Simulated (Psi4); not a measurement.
**SiH2O2 (SMILES O[Si]O): levels of theory compared**

Aim: a comparison of 6 runs (HF/STO-3G, HF/3-21G, HF/def2-SVP, B3LYP/6-31+G*, B3LYP/def2-TZVP, MP2/def2-TZVP) of SiH2O2. 

Program for the calculation: Psi4 1.11.

1 further run of the same task is left out (set aside as unsound or not needed).

### 1 The molecule

The species is SiH2O2 (5 atoms), meant as a singlet with charge 0. SMILES: `O[Si]O`. The shape is that of a PBE0-D4/def2-TZVP optimisation. This is one conformer, not always the lowest.

Bond lengths: O1–Si2 1.642 Å, Si2–O3 1.663 Å, O1–H4 0.964 Å, O3–H5 0.960 Å. Angles: O1–Si2–O3 99.4°, Si2–O1–H4 117.5°, Si2–O3–H5 116.1°.

### 2 Energy and forces at HF/STO-3G (run 1)

The input, input.dat:

```
memory 1600 MB

molecule m {
  0 1
  O
  Si 1 1.642005
  O 2 1.662725 1 99.37596
  H 1 0.963717 2 117.47399 3 0.02945
  H 3 0.960061 2 116.05777 1 179.99842
  units angstrom
  symmetry c1
}

set {
  basis STO-3G
  puream true
  e_convergence 1e-09
  d_convergence 1e-08
  scf_type pk
}

e_tot, wfn = gradient('hf', return_wfn=True)
print_variables()
```

Command:

```sh
$ psi4 input.dat output.dat -n 1
```

output.dat:

```text
[...]
  Running in c1 symmetry.
[...]
  Nuclear repulsion =  103.646262034602145
[...]
  Multiplicity = 1
[...]
  Nalpha       = 16
  Nbeta        = 16
[...]
    Number of basis functions: 21
[...]
   @RHF iter   1:  -434.36946612902636   -1.86648e+00   1.50487e-02 DIIS/ADIIS
[...]
   @RHF iter  10:  -434.44959778471264   -9.09495e-13   5.73095e-09 DIIS
[...]
    Orbital Energies [Eh]
    ---------------------
    Doubly Occupied:
       1A    -67.913164     2A    -20.165371     3A    -20.161281
       4A     -5.915655     5A     -3.933244     6A     -3.933035
       7A     -3.931661     8A     -1.246274     9A     -1.209470
      10A     -0.632006    11A     -0.559729    12A     -0.437617
      13A     -0.397692    14A     -0.377048    15A     -0.338669
      16A     -0.236437
[...]
  @RHF Final Energy:  -434.44959778471264
   => Energetics <=
    Nuclear Repulsion Energy =            103.6462620346021453
    One-Electron Energy =                -813.4150136492640968
    Two-Electron Energy =                 275.3191538299493004
    Total Energy =                       -434.4495977847126369
[...]
 Multipole Moments:
 ------------------------------------------------------------------------------------
     Multipole            Electronic (a.u.)      Nuclear  (a.u.)        Total (a.u.)
 ------------------------------------------------------------------------------------
 L = 1.  Multiply by 2.5417464519 to convert [e a0] to [Debye]
 Dipole X            :          0.0001162           -0.0003768           -0.0002606
 Dipole Y            :          1.4416969           -1.7127974           -0.2711005
 Dipole Z            :          0.6685762           -0.1443402            0.5242360
 Magnitude           :                                                    0.5901855
[...]
  -Total Gradient:
     Atom            X                  Y                   Z
    ------   -----------------  -----------------  -----------------
       1       -0.000000083017    -0.014898149454    -0.011218702035
       2       -0.000008190206    -0.005556193001    -0.016849496578
       3        0.000006319894    -0.004096434059     0.047227573960
       4        0.000002495188     0.026004857020     0.007658353929
       5       -0.000000541859    -0.001454080504    -0.026817729275
[...]
```

Wall time 1.4 s (1 thread of Intel Xeon 6975P-C (Granite Rapids), shared host); peak memory 0.18 GiB.

### 3 Energy and gradient at HF/3-21G (run 2)

The input, job.dat:

```
memory 1.6 GB

molecule geom {
  0 1
  O     -1.443200    -0.105600    -0.275000
  Si    -0.212000    -0.791300     0.567700
  O      1.036000     0.187500     0.068600
  H     -1.231900     0.648900    -0.836100
  H      1.901100    -0.013100     0.433400
  units angstrom
  symmetry c1
  no_reorient
  no_com
}

set basis 3-21G
set puream true
set e_convergence 1e-09
set d_convergence 1e-08
set scf_type pk

gradient("hf")
```

Command:

```sh
$ psi4 job.dat job.out -n 1
```

job.out:

```text
[...]
  Running in c1 symmetry.
[...]
  Nuclear repulsion =  103.646253627355790
[...]
  Multiplicity = 1
[...]
  Nalpha       = 16
  Nbeta        = 16
[...]
    Number of basis functions: 35
[...]
   @RHF iter   1:  -437.42130410811706   -8.79824e-01   1.44099e-02 ADIIS/DIIS
[...]
   @RHF iter  11:  -437.52253421503167   -7.95808e-13   3.46969e-09 DIIS
[...]
    Orbital Energies [Eh]
    ---------------------
    Doubly Occupied:
       1A    -68.344414     2A    -20.447383     3A    -20.445174
       4A     -6.141585     5A     -4.234217     6A     -4.234148
       7A     -4.232568     8A     -1.354820     9A     -1.319555
      10A     -0.744255    11A     -0.684750    12A     -0.564746
      13A     -0.533594    14A     -0.520230    15A     -0.483205
      16A     -0.352499
[...]
  @RHF Final Energy:  -437.52253421503167
   => Energetics <=
    Nuclear Repulsion Energy =            103.6462536273557902
    One-Electron Energy =                -813.0632880281184498
    Two-Electron Energy =                 271.8945001857309762
    Total Energy =                       -437.5225342150316692
[...]
 Multipole Moments:
 ------------------------------------------------------------------------------------
     Multipole            Electronic (a.u.)      Nuclear  (a.u.)        Total (a.u.)
 ------------------------------------------------------------------------------------
 L = 1.  Multiply by 2.5417464519 to convert [e a0] to [Debye]
 Dipole X            :         11.3209073          -10.5000742            0.8208331
 Dipole Y            :         18.7031544          -18.4951275            0.2080268
 Dipole Z            :        -11.1143555           11.1378568            0.0235013
 Magnitude           :                                                    0.8471095
[...]
  -Total Gradient:
     Atom            X                  Y                   Z
    ------   -----------------  -----------------  -----------------
       1        0.002444775288    -0.010137927203     0.008788866703
       2        0.002061219930     0.024592078757    -0.019414402973
       3       -0.004342720417    -0.003282589989     0.001643441673
       4        0.007498745060    -0.005580695584     0.006256213157
       5       -0.007662019863    -0.005590865987     0.002725881442
[...]
```

Wall time 1.3 s (1 thread of Intel Xeon 6975P-C (Granite Rapids), shared host); peak memory 0.18 GiB.

Run 3 isn't shown in full; the table further down has it.

### 4 Energy and gradient at B3LYP/6-31+G(d) (spherical functions) (run 4)

The input, job.py:

```python
import psi4

psi4.set_memory('1600 MB')
psi4.set_num_threads(1)
psi4.core.set_output_file('run.log', False)

m = psi4.geometry("""
O     -1.443200    -0.105600    -0.275000
Si    -0.212000    -0.791300     0.567700
O      1.036000     0.187500     0.068600
H     -1.231900     0.648900    -0.836100
H      1.901100    -0.013100     0.433400
symmetry c1
no_reorient
no_com
""")

options = {'basis': '6-31+G*', 'puream': True, 'e_convergence': 1e-09, 'd_convergence': 1e-08, 'scf_type': 'pk', 'dft_radial_points': 99, 'dft_spherical_points': 590}
psi4.set_options(options)

e = psi4.gradient('b3lyp')
print('gradient / Eh bohr^-1')
print(e.np.round(6))
```

Command:

```sh
$ python job.py
```

run.log:

```text
[...]
  Running in c1 symmetry.
[...]
  Nuclear repulsion =  103.646253627355790
[...]
  Multiplicity = 1
[...]
  Nalpha       = 16
  Nbeta        = 16
[...]
    Number of basis functions: 62
[...]
   @RKS iter   1:  -440.83474439210221   -2.01508e-01   1.56860e-02 ADIIS/DIIS
[...]
   @RKS iter  11:  -441.20238911880182   -6.25278e-13   3.63356e-09 DIIS
[...]
    Orbital Energies [Eh]
    ---------------------
    Doubly Occupied:
       1A    -66.164946     2A    -19.171487     3A    -19.163900
       4A     -5.315384     5A     -3.675572     6A     -3.673791
       7A     -3.669781     8A     -1.038220     9A     -1.011238
      10A     -0.580437    11A     -0.538164    12A     -0.415181
      13A     -0.384627    14A     -0.376944    15A     -0.343225
      16A     -0.259452
[...]
  @RKS Final Energy:  -441.20238911880182
   => Energetics <=
    Nuclear Repulsion Energy =            103.6462536273557902
    One-Electron Energy =                -815.6930497152891348
    Two-Electron Energy =                 302.2274606771804315
    DFT Exchange-Correlation Energy =     -31.3830537080489016
    Empirical Dispersion Energy =           0.0000000000000000
    VV10 Nonlocal Energy =                  0.0000000000000000
    Total Energy =                       -441.2023891188018183
[...]
 Multipole Moments:
 ------------------------------------------------------------------------------------
     Multipole            Electronic (a.u.)      Nuclear  (a.u.)        Total (a.u.)
 ------------------------------------------------------------------------------------
 L = 1.  Multiply by 2.5417464519 to convert [e a0] to [Debye]
 Dipole X            :         11.2446180          -10.5000742            0.7445438
 Dipole Y            :         18.6952145          -18.4951275            0.2000870
 Dipole Z            :        -11.1256873           11.1378568            0.0121695
 Magnitude           :                                                    0.7710566
[...]
  -Total Gradient:
     Atom            X                  Y                   Z
    ------   -----------------  -----------------  -----------------
       1        0.012610248687     0.000179228952     0.002817150248
       2        0.001481746649     0.017515730149    -0.013823976596
       3       -0.003651137953    -0.010013040379     0.007244346454
       4       -0.000796911706    -0.008089733787     0.006349636100
       5       -0.009683659127     0.000409603161    -0.002597873591
[...]
```

On the terminal:

```text
gradient / Eh bohr^-1
[[ 0.01261   0.000179  0.002817]
 [ 0.001482  0.017516 -0.013824]
 [-0.003651 -0.010013  0.007244]
 [-0.000797 -0.00809   0.00635 ]
 [-0.009684  0.00041  -0.002598]]
```

It took 6.9 s on 1 thread of Intel Xeon 6975P-C (Granite Rapids), shared host; peak memory 0.71 GiB.

Run 5 isn't shown in full; the table further down has it.

### 5 The energy at MP2/def2-TZVP (run 6)

The input, h2o2si.py:

```python
import psi4

psi4.set_memory('1600 MB')
psi4.set_num_threads(1)
psi4.set_output_file('output.dat', False)

mol = psi4.geometry("""
0 1
O     -1.443200    -0.105600    -0.275000
Si    -0.212000    -0.791300     0.567700
O      1.036000     0.187500     0.068600
H     -1.231900     0.648900    -0.836100
H      1.901100    -0.013100     0.433400
symmetry c1
""")

psi4.set_options({
    'basis': 'def2-TZVP',
    'puream': True,
    'e_convergence': 1e-09,
    'd_convergence': 1e-08,
    'scf_type': 'pk',
    'num_frozen_docc': 7,
    'mp2_type': 'conv',
})

energy_value = psi4.energy('mp2')
print('E =', round(energy_value, 9))
for k, v in sorted(psi4.core.scalar_variables().items()):
    print(f'{k:45s} {v:18.10f}')
```

Command:

```sh
$ python h2o2si.py
```

output.dat:

```text
[...]
  Running in c1 symmetry.
[...]
  Nuclear repulsion =  103.646253627355790
[...]
  Multiplicity = 1
[...]
  Nalpha       = 16
  Nbeta        = 16
[...]
    Number of basis functions: 111
[...]
   @RHF iter   1:  -439.82687595987471   -9.05627e-01   5.62401e-03 DIIS/ADIIS
[...]
   @RHF iter  11:  -439.97187416259669   -2.04068e-11   7.82307e-09 DIIS
[...]
    Orbital Energies [Eh]
    ---------------------
    Doubly Occupied:
       1A    -68.806330     2A    -20.570093     3A    -20.563489
       4A     -6.149481     5A     -4.252726     6A     -4.252362
       7A     -4.251593     8A     -1.364178     9A     -1.333022
      10A     -0.757434    11A     -0.711800    12A     -0.592481
      13A     -0.554982    14A     -0.553519    15A     -0.510490
      16A     -0.356062
[...]
  @RHF Final Energy:  -439.97187416259669
   => Energetics <=
    Nuclear Repulsion Energy =            103.6462536273557902
    One-Electron Energy =                -816.0761742655042781
    Two-Electron Energy =                 272.4580464755517824
    Total Energy =                       -439.9718741625966913
[...]
 Multipole Moments:
 ------------------------------------------------------------------------------------
     Multipole            Electronic (a.u.)      Nuclear  (a.u.)        Total (a.u.)
 ------------------------------------------------------------------------------------
 L = 1.  Multiply by 2.5417464519 to convert [e a0] to [Debye]
 Dipole X            :         -0.2768409            0.9827718            0.7059309
 Dipole Y            :         -0.9495820            1.2000747            0.2504928
 Dipole Z            :          0.7029802           -0.7406014           -0.0376212
 Magnitude           :                                                    0.7500002
[...]
	SCS-MP2 Total Energy (a.u.)        :  -440.53773626578743
	SOS-MP2 Total Energy (a.u.)        :  -440.48955221727567
	SCSN-MP2 Total Energy (a.u.)       :  -440.22628593873856
[...]
	SOS-PI-MP2 Total Energy (a.u.)     :  -440.57583189305552
[...]
	MP2 Total Energy (a.u.)            :  -440.54782468703098
[...]
```

On the terminal:

```text
E = -440.547824687
CURRENT CORRELATION ENERGY                         -0.5759505244
CURRENT ENERGY                                   -440.5478246870
CURRENT REFERENCE ENERGY                         -439.9718741626
DD SOLVATION ENERGY                                 0.0000000000
HF KINETIC ENERGY                                 439.7829489717
HF POTENTIAL ENERGY                              -879.7548231343
HF TOTAL ENERGY                                  -439.9718741626
HF VIRIAL RATIO                                     2.0004295873
MP2 CORRELATION ENERGY                             -0.5759505244
MP2 DOUBLES ENERGY                                 -0.5759505244
MP2 OPPOSITE-SPIN CORRELATION ENERGY               -0.4313983789
MP2 SAME-SPIN CORRELATION ENERGY                   -0.1445521455
MP2 SINGLES ENERGY                                  0.0000000000
MP2 TOTAL ENERGY                                 -440.5478246870
NUCLEAR REPULSION ENERGY                          103.6462536274
ONE-ELECTRON ENERGY                              -816.0761742655
PCM POLARIZATION ENERGY                             0.0000000000
PE ENERGY                                           0.0000000000
SCF ITERATION ENERGY                             -439.9718741626
SCF ITERATIONS                                     11.0000000000
SCF TOTAL ENERGY                                 -439.9718741626
SCS(N)-MP2 CORRELATION ENERGY                      -0.2544117761
SCS(N)-MP2 TOTAL ENERGY                          -440.2262859387
SCS-MP2 CORRELATION ENERGY                         -0.5658621032
SCS-MP2 TOTAL ENERGY                             -440.5377362658
SCS-MP2-VDW CORRELATION ENERGY                     -0.6244659978
SCS-MP2-VDW TOTAL ENERGY                         -440.5963401604
SOS-MP2 CORRELATION ENERGY                         -0.5176780547
SOS-MP2 TOTAL ENERGY                             -440.4895522173
SOS-PI-MP2 CORRELATION ENERGY                      -0.6039577305
SOS-PI-MP2 TOTAL ENERGY                          -440.5758318931
TWO-ELECTRON ENERGY                               272.4580464756
```

Wall time 6 s (1 thread of Intel Xeon 6975P-C (Granite Rapids), shared host); peak memory 0.8 GiB.

### 6 All runs side by side

```
run                                level         integration grid      task  energy (Eh)  dipole moment (D)  HOMO energy (eV)  LUMO energy (eV)  wall time
  1                            HF/STO-3G                        –  gradient  -434.449598               1.50             -6.43              7.59      1.4 s
  2                             HF/3-21G                        –  gradient  -437.522534               2.15             -9.59              2.35      1.3 s
  3                          HF/def2-SVP                        –  gradient  -439.667389               1.96             -9.61              2.38      1.7 s
  4  B3LYP/6-31+G* (spherical functions)  99 radial × 590 angular  gradient  -441.202389               1.96             -7.06             -1.48      6.9 s
  5                      B3LYP/def2-TZVP  99 radial × 590 angular    energy  -441.311903               1.84             -6.92             -1.29       11 s
  6                        MP2/def2-TZVP                        –    energy  -440.547825                  –             -9.69              1.95        6 s
```

### 7 Results

```
                                          quantity          value
                               run 6: total energy  -440.54782 Eh
        run 6: HOMO energy (Hartree–Fock orbitals)       -9.69 eV
        run 6: LUMO energy (Hartree–Fock orbitals)        1.95 eV
      run 6: HOMO–LUMO gap (Hartree–Fock orbitals)       11.64 eV
run 6: correlation energy (7 core orbitals frozen)     -576.0 mEh
```

What this shows: Over runs 1, 2, 3, 4, 5 the dipole moment (its size) runs from 1.50 D (HF/STO-3G) to 2.15 D (HF/3-21G). Over runs 1, 2, 3, 4, 5 the HOMO–LUMO gap runs from 5.58 eV (B3LYP/6-31+G*) to 14.02 eV (HF/STO-3G). The two ends differ in method and basis. In run 1 the basis is minimal, so the values are rough. All runs together took 29 s, the longest 11 s.
